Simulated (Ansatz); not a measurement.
Task: a rigid scan of one bond length of C2H5NO, SMILES N=CCO, with the Python package of Ansatz (0.2.0). Give the script and its output. Level of theory (for the species named): MP2, cc-pVDZ basis, multiplicity 1.

`c2h5no.xyz`
```text
9

N    -0.87340    0.46210   -1.05110
C    -0.49310    0.50590    0.15600
C     0.59750   -0.41720    0.56190
O     1.14100   -1.19700   -0.51980
H    -1.67650    1.18890   -1.18080
H    -0.91610    1.19290    0.92140
H     1.49180    0.18130    0.95460
H     0.30910   -1.05360    1.36940
H     0.50830   -0.90980   -1.22880
```

Script `run_scan.py`:
```python
# -*- coding: utf-8 -*-
"""Stretching a bond of C2H5NO, the rest held rigid."""

import ansatz as az
import numpy as np

molecule = az.Crystal.molecule_from_extxyz("c2h5no.xyz")

symbols = [site.symbol for site in molecule.cartesian_sites]
start = np.array([site.position_ang for site in molecule.cartesian_sites])
axis = (start[7] - start[2]) / np.linalg.norm(start[7] - start[2])
moving = [7]
lengths, energies = [0.94, 0.982, 1.025, 1.068, 1.111, 1.153, 1.196, 1.26], []
for length in lengths:
    xyz = start.copy()
    xyz[moving] += (length - np.linalg.norm(start[7] - start[2])) * axis
    point = az.Crystal.molecule()
    for symbol, place in zip(symbols, xyz):
        point = point.atom(symbol, place.tolist())
    calculation = (
        point.calculation()
        .basis(gaussian="cc-pVDZ")
        .correlation("MP2")
    )
    report = calculation.run(threads=1, backend="cpu").report
    energies.append(report["free_energy_ev"])
    print(f"r = {length:6.3f} A  E = {energies[-1]:.5f} eV  <S^2> = {abs(report['mean_field']['state']['spin_squared']):.3f}")

# quartic fit about the minimum
fit = np.polynomial.Polynomial.fit(lengths, np.array(energies) - min(energies), 4).convert()
roots = [r.real for r in fit.deriv().roots() if abs(r.imag) < 1e-9 and fit.deriv(2)(r.real) > 0]
r_e = min(roots, key=lambda r: abs(r - lengths[int(np.argmin(energies))]))
print(f"minimum of the fit at {r_e:.4f} A, force constant {fit.deriv(2)(r_e):.2f} eV/A^2")
```

```console
$ python run_scan.py
r =  0.940 A  E = -5674.64439 eV  <S^2> = 0.000
r =  0.982 A  E = -5674.95818 eV  <S^2> = 0.000
r =  1.025 A  E = -5675.15844 eV  <S^2> = 0.000
r =  1.068 A  E = -5675.26193 eV  <S^2> = 0.000
r =  1.111 A  E = -5675.28942 eV  <S^2> = 0.000
r =  1.153 A  E = -5675.25888 eV  <S^2> = 0.000
r =  1.196 A  E = -5675.18201 eV  <S^2> = 0.000
r =  1.260 A  E = -5675.00462 eV  <S^2> = 0.000
minimum of the fit at 1.1074 A, force constant 32.49 eV/A^2
```

Reading the output:
- The settings weren't tested for convergence.
- The rest of the molecule is held rigid at a force-field or estimated start geometry, and the basis set is modest; single-reference methods fail as a bond breaks.
- The orbitals are restricted, so S² is zero by construction.
- S² is that of the Hartree-Fock reference.
- Timing: 6.9 s on 1 thread of Arm Neoverse V1, with other jobs on the host, peak memory 0.19 GiB.
